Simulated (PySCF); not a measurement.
Saddle point of MgNH4Cl, closed shell (MgNH₂Cl ([NH2][Mg][Cl]) + H₂ → MgHCl ([MgH][Cl]) + NH₃ (still joined by a long Mg–N bond); bonds formed: Mg1–H5, N2–H4; bonds broken: H4–H5; bonds weakened to dative contacts: Mg1–N2), PBE0-D4/def2-TZVP structure:

```tsv
atom	x (Å)	y (Å)	z (Å)
Mg1	-0.8032	0.3226	-0.5741
N2	0.8974	-0.4609	0.0853
Cl3	-2.2802	0.8222	-2.1114
H4	0.0664	0.1627	1.0786
H5	-0.7443	0.6414	1.3365
H6	1.0548	-1.4529	0.2214
H7	1.8091	-0.0350	-0.0361
```

Energies are electronic, without zero-point energy. Barriers and step energies count from the start structure reached by relaxing down the imaginary mode; all methods use the PBE0-D4 structures, on which another method's saddle can fall below an end. Program: PySCF 2.14 with density fitting (its default auxiliary sets; JK sets also for MP2 and CCSD(T)). Basis: def2-TZVPP, with def2-QZVPP for the basis limit. Cores are frozen in the correlated methods. The outer core shell of Li, Na, Mg and K is correlated. The def2 sets are not built for correlating such inner shells, so the correlated values are less sure here. B3LYP uses VWN-RPA correlation. Extrapolation: Hartree–Fock as exp(−7.88 √X), correlation as X^−2.97.

```csv
method,barrier (eV),step energy (eV)
SPW92,0.169,-0.707
PBE-D4,0.390,-0.608
r2SCAN-D4,?,-0.599
PBE0-D4,0.469,-0.684
B3LYP-D4,?,-0.618
BHLYP-D4,0.656,-0.709
wB97M-V,0.625,-0.649
HF,?,-0.816
MP2,0.659,-0.519
CCSD,0.692,-0.649
CCSD(T),0.648,-0.620
```

Fill in the withheld barriers. (To be estimated.)

Computed: HF 0.912; r2SCAN-D4 0.455; B3LYP-D4 0.558 eV. Each is the energy of the saddle less that of the start structure, by the same method.

For comparison, the barrier by CCSD(T) at an estimated basis limit (MP2 extrapolated from triple and quadruple zeta, plus CCSD(T) − MP2 in triple zeta) is 0.666 eV.

The T1 diagnostic stays at or below 0.010. The end structure is not quite a true minimum (one mode of 54i cm⁻¹).

Labels in which every atom is bracketed show which atoms are joined, not bond orders.

For scale, one of the runs: CCSD(T)/def2-TZVPP, 161 basis functions, launched by `OMP_NUM_THREADS=4 python run.py`. Time: 110 s of wall clock on 4 CPU threads of a Oxide Virtual Turin-like; the host was shared. Peak host memory: 1.6 GiB.
